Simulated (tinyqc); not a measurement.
Coupled-perturbed Hartree-Fock on RHF in the sto-3g basis, for H2F+, spin multiplicity 1, step by step. One step of it, computed by the program tinyqc.

Task: Iteration 8 (converged): orbitals. Diagonalise F' = X^T F X, C = X C', fill 5 alpha and 5 beta electrons from the bottom; D = 2 C_occ C_occ^T. Each column has its largest component positive (the first on a tie).

converged F (hartree):
```
             1F 1s      1F 2s     1F 2px     1F 2py     1F 2pz      2H 1s      3H 1s
1F 1s   -26.579166  -6.779324   0.000000   0.000684  -0.021159  -1.007053  -1.081779
1F 2s    -6.779324  -3.600347   0.000000   0.005586  -0.094950  -1.068195  -1.126234
1F 2px    0.000000   0.000000  -1.013850   0.000000   0.000000   0.000000   0.000000
1F 2py    0.000684   0.005586   0.000000  -0.942741   0.003198  -0.513660   0.531083
1F 2pz   -0.021159  -0.094950   0.000000   0.003198  -0.972854  -0.358007  -0.369115
2H 1s    -1.007053  -1.068195   0.000000  -0.513660  -0.358007  -0.766554  -0.302284
3H 1s    -1.081779  -1.126234   0.000000   0.531083  -0.369115  -0.302284  -0.799942
```

X:
```
            1F 1s      1F 2s    1F 2px     1F 2py     1F 2pz      2H 1s      3H 1s
1F 1s    1.023669  -0.135663  0.000000   0.000385  -0.005059   0.016997   0.017862
1F 2s   -0.135663   1.138663  0.000000  -0.004577   0.048289  -0.195044  -0.209979
1F 2px   0.000000   0.000000  1.000000   0.000000   0.000000   0.000000   0.000000
1F 2py   0.000385  -0.004577  0.000000   1.065985  -0.001689  -0.160939   0.168496
1F 2pz  -0.005059   0.048289  0.000000  -0.001689   1.020018  -0.081704  -0.086870
2H 1s    0.016997  -0.195044  0.000000  -0.160939  -0.081704   1.101531  -0.063610
3H 1s    0.017862  -0.209979  0.000000   0.168496  -0.086870  -0.063610   1.112411
```

Give: F' = X^T F X; orbital energies; coefficients C; D after iteration 8.

Result:

F' = X^T F X (hartree):
```
         1       2       3       4       5       6       7
1  -26.100  -3.438   0.000   0.001  -0.039  -0.113  -0.130
2   -3.438  -2.252   0.000  -0.004   0.034  -0.440  -0.468
3    0.000   0.000  -1.014   0.000   0.000   0.000   0.000
4    0.001  -0.004   0.000  -0.730  -0.001  -0.415   0.429
5   -0.039   0.034   0.000  -0.001  -0.901  -0.248  -0.257
6   -0.113  -0.440   0.000  -0.415  -0.248  -0.375  -0.066
7   -0.130  -0.468   0.000   0.429  -0.257  -0.066  -0.370
```

orbital energies (hartree): MO1 -26.589, MO2 -2.013, MO3 -1.152, MO4 -1.036, MO5 -1.014, MO6 -0.056, MO7 0.116

coefficients C:
```
           MO1     MO2     MO3     MO4    MO5     MO6     MO7
1F 1s    0.995  -0.251  -0.004   0.060  0.000   0.103   0.011
1F 2s    0.022   0.953   0.022  -0.301  0.000  -0.629  -0.071
1F 2px   0.000   0.000   0.000   0.000  1.000   0.000   0.000
1F 2py   0.000  -0.005   0.736   0.022  0.000  -0.060   0.803
1F 2pz   0.002   0.090  -0.022   0.889  0.000  -0.505  -0.047
2H 1s   -0.004   0.081   0.337   0.215  0.000   0.794  -0.702
3H 1s   -0.004   0.087  -0.348   0.196  0.000   0.675   0.836
```

D after iteration 8:
```
         1F 1s   1F 2s  1F 2px  1F 2py  1F 2pz   2H 1s   3H 1s
1F 1s    2.112  -0.470   0.000  -0.001   0.066  -0.025  -0.025
1F 2s   -0.470   1.998   0.000   0.010  -0.364   0.040   0.032
1F 2px   0.000   0.000   2.000   0.000   0.000   0.000   0.000
1F 2py  -0.001   0.010   0.000   1.085   0.005   0.505  -0.505
1F 2pz   0.066  -0.364   0.000   0.005   1.599   0.381   0.379
2H 1s   -0.025   0.040   0.000   0.505   0.381   0.332  -0.137
3H 1s   -0.025   0.032   0.000  -0.505   0.379  -0.137   0.335
```
